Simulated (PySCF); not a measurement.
Thiohydroxylamine, H3NS, SMILES NS, point group Cs.

Force field and properties: B3LYP/pcSseg-2 (PySCF, grid level 2). Vibrational terms come from second-order perturbation theory with semi-diagonal cubic constants, by steps of ±0.6 along the normal coordinates of each isotopologue. The parent has the commonest isotopes.

Equilibrium geometry (Å):

```json
{"atom": "N1", "x": "-0.5341", "y": "0.1708", "z": "0.1329"}
{"atom": "S2", "x": "0.9488", "y": "-0.4252", "z": "-0.5071"}
{"atom": "H3", "x": "-1.1798", "y": "-0.5840", "z": "0.3131"}
{"atom": "H4", "x": "-0.9534", "y": "0.8439", "z": "-0.4918"}
{"atom": "H5", "x": "1.7531", "y": "0.0059", "z": "0.4841"}
```

Species: ³³S at 2. Output of the displacement run:

```
mode    cm-1    km/mol   phi_rrr   E(+)/cm-1  E(-)/cm-1
  1    447.55    50.46      -1.2      86.38      86.51
  2    611.43   100.32     210.0     121.46     106.28
  3    858.52    40.13     220.8     163.38     147.58
  4   1039.75     8.07     129.2     192.48     183.40
  5   1119.38     2.68       0.7     203.42     203.33
  6   1628.33    14.68    -169.7     287.13     299.41
  7   2614.37    16.82    1618.8     533.27     416.99
  8   3521.36     5.98   -1619.2     579.05     695.41
  9   3612.54    26.25       3.7     654.00     653.73
```

For the shielding of H5 (σe = 26.57 ppm):

```tsv
mode	ω (cm⁻¹)	Σr φrrs (cm⁻¹)	∂σ/∂q	∂²σ/∂q²
1	448	1	-0.001	-0.547
2	611	-2	0.079	-0.065
3	859	574	0.262	-0.205
4	1040	319	-0.181	-0.824
5	1119	5	0.000	-0.249
6	1628	-91	0.035	-0.071
7	2614	689	1.749	0.474
8	3521	-423	-0.254	-0.046
9	3613	0	0.000	-0.031
```

Task: Work out the zero-point average of this shielding.

Result: With ⟨qs⟩ = −Σr φrrs/(4ωs) and ⟨qs²⟩ = 1/2: the mean displacements are 0.000, 0.001, -0.167, -0.077, -0.001, 0.014, -0.066, 0.030, 0.000. The anharmonic term Σ (∂σ/∂q)⟨q⟩ is -0.15 ppm, the harmonic term ¼ Σ ∂²σ/∂q² is -0.39 ppm, so ⟨σ⟩ = 26.03 ppm.

Internal rotors are held in one well.
